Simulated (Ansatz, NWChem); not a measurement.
Heat of formation of OCS (carbonyl sulfide) from total energies

OCS has 3 atoms, charge 0, and is taken as a singlet. As SMILES, `O=C=S`. Geometry: relaxed at PBE0-D4/def2-TZVP.

```xyz
3

O     0.9220    0.6844    0.5821
C     0.0967    0.0718    0.0611
S    -1.0187   -0.7562   -0.6432
```

Total energies at B3LYP/def2-TZVP (NWChem 7.3.0); the atoms run unrestricted:

| species | state | energy (Eh) |
| --- | --- | --- |
| OCS | singlet | -511.619419 |
| O | triplet | -75.096276 |
| C | triplet | -37.859478 |
| S | triplet | -398.132374 |

Harmonic wavenumbers at PBE0-D4/def2-TZVP, in cm⁻¹: 539, 539, 900, 2156.

Measured heats of formation of the gaseous atoms at 298.15 K, in kJ/mol: O 249.2, C 716.9, S 277.0. Spin-orbit lowering of the atoms at 298 K (mean of the ground term's levels less their thermal mean, from spectra), in kJ/mol: O 0.40, C 0.02, S 1.88. Take 1 Eh = 2625.50 kJ/mol, 1 cm⁻¹ = 0.0119627 kJ/mol, RT = 2.479 kJ/mol.

**Question.** What heat of formation follows?

**Answer.** 
1. Electronic atomisation energy: (-75.096276) + (-37.859478) + (-398.132374) − (-511.619419) = 0.531291 Eh = 1394.9 kJ/mol.
2. Zero-point energy: half the sum of the wavenumbers, 2067 cm⁻¹ = 24.7 kJ/mol.
3. Thermal vibrational enthalpy, Σ hcν̃/(exp(hcν̃/kT) − 1): 1.2 kJ/mol. Translation, rotation and pV of a linear molecule: 3.5 RT = 8.7 kJ/mol.
4. The 3 free atoms carry 5/2 RT each: 18.6 kJ/mol.
5. Spin-orbit coupling lowers the free atoms by 0.40 + 0.02 + 1.88 = 2.3 kJ/mol.
6. Atomisation enthalpy at 298 K: 1394.9 − 2.3 − 24.7 − 1.2 − 8.7 + 18.6 = 1376.6 kJ/mol.
7. Sum of the atoms' heats of formation: 1243.1 kJ/mol. Heat of formation: 1243.1 − 1376.6 = -133.5 kJ/mol.

The tabulated value is -138.4 kJ/mol (NIST-JANAF tables), so this level is off by +4.9 kJ/mol, or 0.4 % of the atomisation enthalpy that the table implies (1381.5 kJ/mol). Anharmonicity and any spin-orbit splitting of the molecule are left out.
